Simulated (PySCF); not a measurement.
## NaCl, MP2: how much the basis matters

PySCF, RHF reference; singlet, unpaired electrons none; De to Na + Cl without counterpoise correction. Frozen cores follow the default of each basis and core potential.

```csv
basis,relativity,functions,Re (Å),ωe (cm⁻¹),De (eV),frozen orbitals
def2-SVP,no relativity,33,2.354,386,3.79,6
"6-31G(d,p)",no relativity,36,2.392,368,3.81,6
def2-SVPD,no relativity,45,2.417,347,4.21,6
"6-311G(d,p)",no relativity,52,2.382,367,3.91,6
aug-cc-pVDZ/aug-cc-pV(D+d)Z,no relativity,59,2.409,342,4.14,6
def2-TZVPP,no relativity,74,2.360,365,4.14,6
```

(1) How does each smaller set differ from the one with most functions, def2-TZVPP?

Correlated steps freeze 6 core orbitals. Correlated levels converge slowly with the basis: in double zeta they bind strong bonds too weakly, by up to about 1 eV, and carry superposition errors of some tenths. Where the molecule has an RHF reference, its open-shell atoms are computed with UHF.

Answers

(1) def2-SVP: -0.6 pm, +5.8 % in ωe, -0.35 eV in De; 6-31G(d,p): +3.2 pm, +0.8 % in ωe, -0.33 eV in De; def2-SVPD: +5.7 pm, -4.9 % in ωe, +0.07 eV in De; 6-311G(d,p): +2.2 pm, +0.5 % in ωe, -0.23 eV in De; aug-cc-pVDZ/aug-cc-pV(D+d)Z: +4.9 pm, -6.3 % in ωe, +0.00 eV in De. All at MP2; the set with most functions is neither the basis-set limit nor always the best.
